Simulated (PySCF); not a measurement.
**Telling isomers of C₄H₃FO apart by NMR**

Theoretical values (PySCF 2.14): shielding tensors at PBE0/pcSseg-1 (GIAO), structure optimised with GFN2-xTB, B3LYP/pcJ-1 coupling constants. Relativity neglected, isolated molecule, one computed conformer, averaged over atoms made equivalent by symmetry, fast rotation or ring inversion.

Shifts are taken against calculated references (same method and geometry level): 1H (σ = 31.72 ppm), 13C (σ = 186.93 ppm) against TMS. Multiplet labels drop J under 1 Hz and among equivalent protons, and merge close values. Unscaled 3J(H,H) run several per cent high. One-bond C–F couplings are unscaled and too large by tens of Hz. Shifts are as computed. Against solution values, carbons near 30 ppm lie about +3 ppm off and those near 130 ppm about +5 ppm. Of 1211 compounds with measured shifts, 218 miss one by over three times the rms of a fit or turn the order of signals round; such compounds aren't used in these exercises.

(1) Tabulate the signals of `Fc1ccco1`, `CC#CC(=O)F`, `O=C1C=C[C@@H]1F` and their relative energies.

(2) What is the quickest way to tell Fc1ccco1 from CC#CC(=O)F?

(3) What is the quickest way to tell Fc1ccco1 from O=C1C=C[C@@H]1F?

(4) What is the quickest way to tell CC#CC(=O)F from O=C1C=C[C@@H]1F?

Answers

(1) 
```tsv
SMILES	carbon types	δC	δH	E rel. (kcal/mol)
Fc1ccco1	1×C 3×CH	168.8, 136.1, 118.2, 89.5	6.97 (dd, 1H), 6.62 (ddd, 1H), 5.74 (dd, 1H)	0.0
CC#CC(=O)F	3×C 1×CH3	150.7, 100.3, 74.2, 4.8	2.28 (d, 3H)	13.5
O=C1C=C[C@@H]1F	1×C 3×CH	188.7, 176.5, 156.1, 106.8	8.86 (dd, 1H), 6.76 (ddd, 1H), 6.08 (dt, 1H)	20.2
```

Energies are electronic energies at PBE0/pcSseg-1 on these geometries, without zero-point or thermal terms, each for the one conformer computed, which needn't be the lowest.

(2) Both give the same number of carbon signals, but DEPT or the intensities differ. The first has an aromatic CH next to the ring oxygen at 136.1 ppm, the second an alkyne carbon (C) at 100.3 ppm. Their most deshielded carbons lie at 168.8 and 150.7 ppm. In the proton spectra the most deshielded non-exchanging signals are 6.97 (dd, J = 2.6, 1.9 Hz, 1H) and 2.28 (d, J = 2.1 Hz, 3H).

(3) Both give the same number of carbon signals, with the same numbers of each carbon type, so the positions decide. The first has an aromatic CH next to the ring oxygen at 136.1 ppm, the second a β carbon of a C=C–C=O unit (CH) at 176.5 ppm. Their most deshielded carbons lie at 168.8 and 188.7 ppm. In the proton spectra the most deshielded non-exchanging signals are 6.97 (dd, J = 2.6, 1.9 Hz, 1H) and 8.86 (dd, J = 3.2, 1.0 Hz, 1H).

(4) Both give the same number of carbon signals, but DEPT or the intensities differ. The first has an alkyne carbon (C) at 100.3 ppm, the second a β carbon of a C=C–C=O unit (CH) at 176.5 ppm. Their most deshielded carbons lie at 150.7 and 188.7 ppm. In the proton spectra the most deshielded non-exchanging signals are 2.28 (d, J = 2.1 Hz, 3H) and 8.86 (dd, J = 3.2, 1.0 Hz, 1H).
